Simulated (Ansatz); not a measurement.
One change: `CC=C=S` becomes `S=C=CCl`.

Ansatz, PBE0-D4/def2-TZVP geometries, multiplicity 1. 

```
                                                                                  property  `CC=C=S`
                                                     HOMO energy (ωB97M-V/def2-TZVPP) / eV     -8.26
                                                        HOMO energy (PBE0/def2-TZVPP) / eV     -6.23
ideal-gas entropy at 298 K and 1 bar (rigid rotor, harmonic PBE0-D4/def2-TZVP) / J/(mol·K)       297
                                                        LUMO energy (PBE0/def2-TZVPP) / eV     -2.00
                                            size of the dipole moment (PBE/def2-TZVPP) / D      1.56
                                                   HOMO–LUMO gap (ωB97M-V/def2-TZVPP) / eV      8.43
```

**Question.** Give the same properties after the change, and the shifts. (Best estimate.)

**Answer.** Computed: 
```csv
property,`S=C=CCl`,shift
HOMO energy (ωB97M-V/def2-TZVPP) / eV,-8.59,-0.33
HOMO energy (PBE0/def2-TZVPP) / eV,-6.58,-0.35
"ideal-gas entropy at 298 K and 1 bar (rigid rotor, harmonic PBE0-D4/def2-TZVP) / J/(mol·K)",294,-3
LUMO energy (PBE0/def2-TZVPP) / eV,-2.88,-0.88
size of the dipole moment (PBE/def2-TZVPP) / D,0.93,-0.63
HOMO–LUMO gap (ωB97M-V/def2-TZVPP) / eV,7.91,-0.52
```

With PBE0 the HOMO falls by 0.35 eV and the LUMO falls by 0.88 eV, so the gap narrows by about 0.53 eV. PBE moves the HOMO by -0.32 eV and ωB97M-V by -0.33 eV. The zero-point energy changes by -96.6 kJ/mol with -9 modes. Dipoles are sizes alone; their direction can turn.
